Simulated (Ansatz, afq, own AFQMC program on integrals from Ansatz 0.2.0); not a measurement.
Integrals from Ansatz 0.2.0, then the random walk in our own AFQMC program (afq).

```yaml
crystal:
  periodic: [false, false, false]
  atoms:
    - {symbol: Hf, position_ang: [0.000000, 0.000000, 0.000000]}
    - {symbol: H, position_ang: [0.000000, 0.000000, 1.499000]}
basis:
  gaussian: {orbitals: def2-TZVP}
magnetization: {spin_polarized: false, initial_magnetization: 1}
correlation: {method: ccsd_t, electrons: outside_noble_gas, hamiltonian_folder: ham}
```

```sh
$ ansatz run in.yaml --threads 1 --pin off --events-out ev --progress --plain --max-ram 16896MiB --backend cuda --devices 0, --max-vram 18GiB
```

afq runs on the folder ham with

```
--method phaseless --trial cisd --walkers 4000 --populations 20 --least-time 60 --time-step 0.005 --steps-per-block 50 --equilibration-blocks 40 --max-blocks 4000 --target-error 0.00014 --factor-cut 1e-05 --start spin_pure --seed 362 --release-times 0.24,0.6,1.2,2,3,4.2 --release-step 0.04 --release-every 3 --taylor-order 6
```

Times are imaginary, in 1/Eh. The walk had a cap of 178 s. With eight or more populations the least sampling time is a fifth of least-time, and the error comes from their spread. Core potentials past Kr, no spin–orbit coupling.

afq prints:

```
orbitals 42  electrons 3 2  factors 326 of 412
reference energy -47.89193959 Eh
CCSD correlation -0.08854116 Eh in 16 cycles, weight of the determinant in the CISD state 0.8837
energy of the start -47.980480 Eh
 block  time / (1/Eh)  mean weight  energy / Eh
     1     0.250  1.0001  -47.980170
     2     0.500  1.0000  -47.980371
     3     0.750  1.0000  -47.980678
     4     1.000  1.0001  -47.981001
     5     1.250  1.0000  -47.981396
     8     2.000  0.9999  -47.982251
    11     2.750  1.0000  -47.982754
    17     4.250  0.9999  -47.983313
    23     5.750  0.9999  -47.983831
    29     7.250  1.0001  -47.983753
    35     8.750  0.9999  -47.983971
    39     9.750  0.9998  -47.984477
    41    10.250  0.9998  -47.983902
    47    11.750  0.9999  -47.983980
    53    13.250  1.0001  -47.983665
    59    14.750  0.9999  -47.983908
    65    16.250  0.9999  -47.984157
    71    17.750  0.9997  -47.984041
    77    19.250  1.0001  -47.983785
    83    20.750  1.0000  -47.983960
    89    22.250  1.0001  -47.983204
error from the spread of 20 populations
released: time / (1/Eh)  energy / Eh  error  mean overlap
  0.24  -47.983993  0.000076  0.9990
  0.60  -47.984189  0.000063  0.9986
  1.20  -47.976829  0.007434  0.9983
  2.00  -47.984524  0.000095  0.9981
  3.00  -47.984510  0.000091  0.9980
  4.20  -47.984741  0.000092  0.9886
energy -47.983850 +/- 0.000069 Eh
(rows thinned)
```

The run passed its tests (sampling time, drift between the halves within three errors, error under three times the target), which doesn't prove that it has relaxed.

Against this walk (error 1.9 meV) on the same determinant: CCSD(T) 6.3 meV higher, CCSDT(Q) 31.3 meV lower, CCSDTQ 32.3 meV lower, full CI 32.4 meV lower. The error is statistical and leaves out the bias of the constraint. The released energies have errors that jump between times, so the bars are unsure (meV from the phaseless value at times in 1/Eh: -9.2 ± 1.7 at 0.60, 191 ± 202 at 1.20, -18 ± 3 at 2.00, -18.0 ± 2.5 at 3.00, -24 ± 3 at 4.20), so they give no level; they do show a bias of the constraint, and the last of them that isn't too noisy lies 8 meV above full CI. Full CI is exact here, so the walk's 32 meV above it is the walk's own error: the bias of the constraint with this trial.

Cautions: constraint bias not in the error; no spin-orbit coupling; outer-core shells of the metal frozen; a spin-contaminated unrestricted determinant lies lower (UHF 140 meV lower, ⟨S²⟩ 0.97); CCSDTQ on the UHF determinant differs (29 meV lower), by its state or its frozen core.

The walk took 46 s on 1 × NVIDIA H100 80GB HBM3 with 2 threads of AMD EPYC 7R13 Processor (Zen 3), with other jobs on the host (the card was shared). The log's last line is the phaseless energy.

CCSDT and higher add their correlation energy to the determinant of the CCSD(T) run, since their own runs factorise the integrals more tightly (a shift of under 2 meV). A walk keeps the symmetry of its determinant, which the program's search chose and which needn't be the lowest solution, so a lower state of the same spin and another symmetry isn't excluded.
